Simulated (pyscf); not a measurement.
One addition across a multiple bond or ene-type step on the singlet surface with elements of a group swapped. ωB97M-D3(BJ)/def2-TZVP, eV, from the separated reactants. Structures and frequencies: ωB97X-D3(BJ)/def2-SVP in PySCF.

```json
[
 {"step": "`[SiH2]=[S]` + `[H][H]` -> `[SiH3][SH]`", "barrier": "0.94", "reaction energy": "-1.42", "imaginary mode (i cm⁻¹)": "1343"},
 {"step": "`[GeH2]=[Te]` + `[H][H]` → `[GeH3][TeH]`", "barrier": "1.23", "reaction energy": "-1.07", "imaginary mode (i cm⁻¹)": "1379"},
 {"step": "`[GeH2]=[Se]` + `[H][H]` → `[GeH3][SeH]`", "barrier": "1.22", "reaction energy": "-1.24", "imaginary mode (i cm⁻¹)": "1425"},
 {"step": "`[SiH2]=[Se]` + `[H][H]` -> `[SiH3][SeH]`", "barrier": "0.93", "reaction energy": "-1.28", "imaginary mode (i cm⁻¹)": "1280"}
]
```

Each row is the saddle that its search found. Elements up to Kr have no core potential and no relativistic terms here. Elements past Kr carry the def2 core potentials, without spin-orbit coupling.
